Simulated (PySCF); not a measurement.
Relaxation of singlet AlOCl

Computed with PySCF, PBE, basis Al def2-TZVP, O def2-TZVP, Cl def2-TZVP (no relativity, density fitting). A (50,194) grid was used.

A hand-made bent start, of Cs symmetry, held to at least that symmetry:

Coordinates in bohr (charge 0 multiplicity 1):
```
Al   -1.0225    0.0000   -1.4722
O    -3.6542    0.0000    0.3705
Cl    2.4604    0.0000    0.9665
```

(1) What forces act on the atoms at the start (eV/Å)?

(2) What does it relax to?

(3) How much energy is released, and in how many steps?

Answers

(1) 
```tsv
atom	Fx	Fy	Fz
Al1	-0.25	0.00	3.50
O2	1.01	0.00	-2.00
Cl3	-0.76	0.00	-1.50
```

(2) It ends at C∞v with Al–Cl 2.078 Å, Al–O 1.614 Å; Cl–Al–O 180.0°. A frequency run shows a minimum. Other isomers or separated fragments may lie lower.

(3) 125.9 kJ/mol in 8 steps.

The relaxation took 12 s on 2 threads of a shared Arm Neoverse V1 host, with 105 basis functions and 9 gradients; the process peaked at 0.51 GiB. Launch command: `OMP_NUM_THREADS=2 python axn.py task.json out`.
